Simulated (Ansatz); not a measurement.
# Si2H4O (SMILES O[SiH]=[SiH2]): a rigid scan of the bond length O1–Si2

The task here is to estimate one member of a computed series from the others.

Method: single points in def2-TZVPP; program: Ansatz 0.2.0, Gaussian basis.

Levels: PBE-D4, r2SCAN-D4, PBE0-D4, B3LYP-D4, wB97M-V, Hartree-Fock, MP2, CCSD, CCSD(T). The scan takes 1.474, 1.507, 1.555, 1.611, 1.674, 1.741, 1.812, 1.887, 1.966 Å.

Cores are frozen in the correlated methods. B3LYP uses VWN-RPA correlation.

31 further runs of the same task are left out: 31 set aside as unsound or not needed.

### The system as given

The minimum, relaxed at PBE0-D4: SMILES `O[SiH]=[SiH2]`, 7 atoms, charge 0, spin multiplicity 1.

Atoms are counted from 1 here; the program's logs count them from 0.

Bond lengths: O1–Si2 1.638 Å, O1–H4 0.959 Å, Si2–Si3 2.197 Å, Si2–H5 1.493 Å, Si3–H6 1.495 Å, Si3–H7 1.492 Å. Angles: Si2–O1–H4 118.2°, O1–Si2–Si3 123.9°, O1–Si2–H5 108.7°, Si3–Si2–H5 120.4°, Si2–Si3–H6 103.3°, Si2–Si3–H7 110.7°, H6–Si3–H7 109.2°.

As a file:

```xyz
7

O    -1.46854   -1.06065   -0.58265
Si   -0.46590    0.20918   -0.32723
Si    1.34808    0.11106    0.90910
H    -2.40715   -0.88572   -0.67306
H    -1.26292    1.46978   -0.39923
H     2.14138    1.29234    0.45097
H     2.11504   -1.13598    0.62211
```

Energies of the minimum (eV), from earlier single points: PBE-D4 -17858.00039, r2SCAN-D4 -17865.72291, PBE0-D4 -17859.36967, B3LYP-D4 -17869.65897, wB97M-V -17866.10093, CCSD(T) -17840.29105.

At the minimum the bond length O1–Si2 is 1.638 Å.

The first run:

The input, ccsdt-tzvpp/in.yaml:

```yaml
crystal:
  periodic: [false, false, false]
  atoms:
    - {symbol: O, position_ang: [-1.468537, -1.060655, -0.582649]}
    - {symbol: Si, position_ang: [-0.566277, 0.082050, -0.352805]}
    - {symbol: Si, position_ang: [1.247700, -0.016074, 0.883526]}
    - {symbol: H, position_ang: [-2.407147, -0.885723, -0.673061]}
    - {symbol: H, position_ang: [-1.363305, 1.342651, -0.424806]}
    - {symbol: H, position_ang: [2.040997, 1.165207, 0.425398]}
    - {symbol: H, position_ang: [2.014663, -1.263116, 0.596540]}
basis:
  gaussian: {orbitals: def2-TZVPP}
correlation: {method: ccsd_t}
```

The command line of these runs was not kept.

Steps of the session up to this table: O1–Si2 = 1.474 Å; O1–Si2 = 1.507 Å; O1–Si2 = 1.555 Å; O1–Si2 = 1.611 Å; O1–Si2 = 1.674 Å; O1–Si2 = 1.741 Å; O1–Si2 = 1.812 Å; O1–Si2 = 1.887 Å; O1–Si2 = 1.966 Å.

One table of the session follows, with a row left open; its other results are not shown here.

Energies less that of the minimum at the same level (meV):

```
bond length (Å)  PBE-D4  PBE0-D4  B3LYP-D4  wB97M-V  Hartree-Fock
          1.474     700      600       632      615           496
          1.507     438      358       385      370           273
          1.555       ?        ?         ?        ?             ?
          1.611      29       12        18       15            -6
1.638 (minimum)       0        0         0        0             0
          1.674      -2       20        12       17            45
          1.741      83      144       122      138           217
          1.812     262      364       327      355           489
          1.887     515      660       606      650           840
          1.966     823     1011       940     1003          1250
```

**Question.** Estimate the row for bond length (Å) = 1.555.

Worked estimate for «PBE-D4». A straight line through the neighbours (1.507, 438) and (1.611, 29) gives 438 + (29 − 438) × (1.555 − 1.507) / (1.611 − 1.507) = 249; a parabola fitted to 4 rows on both sides gives 191.

As computed: PBE-D4: 181; PBE0-D4: 131; B3LYP-D4: 148; wB97M-V: 138; Hartree-Fock: 76. In «PBE-D4» the line misses by +68 and the parabola by +10.
